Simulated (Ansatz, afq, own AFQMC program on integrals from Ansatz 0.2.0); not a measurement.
# SiH2Br, doublet: AFQMC among the cluster methods

```xyz
4

Br   -2.3759    0.3699    0.0000
H    -0.6089    0.3699    0.0000
Si    1.2941    0.3699    0.0000
H     1.6906   -1.1096    0.0000
```

Connectivity, by distances: BrH ··· SiH.

Basis cc-pVTZ. Noble-gas cores (and the filled d shells of Ga–Kr and In–Xe) are frozen. Integrals, coupled cluster, full CI and functionals: Ansatz 0.2.0; the random walks run on the same integrals in our own AFQMC program. ph-AFQMC/CISD is guided by a CISD state made of CCSD amplitudes; releasing the constraint for a short imaginary time cuts its bias at the price of noise, slowly where states lie close. Error bars are statistical, one sigma. No spin–orbit coupling.

Determinant: ROHF, the one that the program's search chose, which needn't be the lowest solution. The geometry is a point of a scan.

No full CI on the walks' own integrals is used here; CCSDT(Q) serves as the reference and is uncertain by about the last step of the cluster series.

Cautions: no relativity below Rb; no spin-orbit coupling; inner d shell frozen; higher spins were not checked; a spin-contaminated unrestricted determinant lies lower (UHF 288 meV lower, ⟨S²⟩ 0.98); the released energies have errors that jump between times, so the bars are unsure, so no released level is given (meV from the phaseless value at times in 1/Eh: -3 ± 5 at 0.24, 93 ± 106 at 0.51, -30 ± 6 at 0.99, -26 ± 6 at 1.62, -39 ± 11 at 2.40), though the last usable value meets CCSDT(Q) within the noise.

* T1 diagnostic: 0.0235
* weight of the determinant in the CISD state: 0.835
* size of the correlated space: 13 electrons in 86 orbitals

Reference: CCSDT(Q), correlation energy -8.975 eV.

| level | E − E(reference) (mEh) | share of correlation (%) |
| --- | --- | --- |
| HF | 329.82 | 0.00 |
| MP2 | 52.78 | 84.00 |
| CCSD | 14.35 | 95.65 |
| CCSD(T) | 1.96 | 99.40 |
| CCSDT | 0.62 | 99.81 |
| ph-AFQMC/CISD | 1.07 ± 0.21 | 99.68 |

A walk keeps the symmetry of its determinant, which the program's search chose and which needn't be the lowest solution, so a lower state of the same spin and another symmetry isn't excluded.
